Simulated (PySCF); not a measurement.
A simulated first-order isotropic EPR spectrum at 9.762 GHz has these lines.

Lines, field (mT) (relative intensity): 347.96 (1), 348.57 (1), 349.19 (1)

(1) Find the g value from the centre of the pattern.

(2) Which couplings and how many nuclei make this pattern?

(3) The radical has the formula CN. Propose a structure, and say which nuclei carry the couplings.

Results:

(1) The pattern is symmetric about 348.57 mT, so g = hν/(μB·B0) = 9762/(13.99624 × 348.57) ≈ 2.0009, a shift of -1.4 × 10⁻³ from the free-electron value.

(2) The first two lines at either end are about 0.62 mT apart, which is the smallest coupling, and their intensity ratio 1:1 counts the nuclei that share it. In full: a 1:1:1 triplet of 0.62 mT (17 MHz), from 1 nucleus of spin 1. Check: Σ 2nI·a is the distance from the first to the last line, 1.23 mT.

(3) `N#[C]` [radical], numbered [C:1]#[N:2]. 0.62 mT: 14N at N2 (1 bond from C1; computed sign −). Largest spin populations (Mulliken): C1 (+0.89) and N2 (+0.11). C1 is the only atom above +0.15.

Theory: PySCF 2.14.0, UKS B3LYP, pcH-1 on C N, non-relativistic, mean-field spin-orbit, GIAO. Isolated species at its GFN2-xTB geometry, gas phase. A GFN2-xTB geometry isn't a minimum of the functional, and hyperfine couplings can be far from their values at a DFT geometry.

Rare isotopes and splittings under 0.04 mT were left out of the simulation.
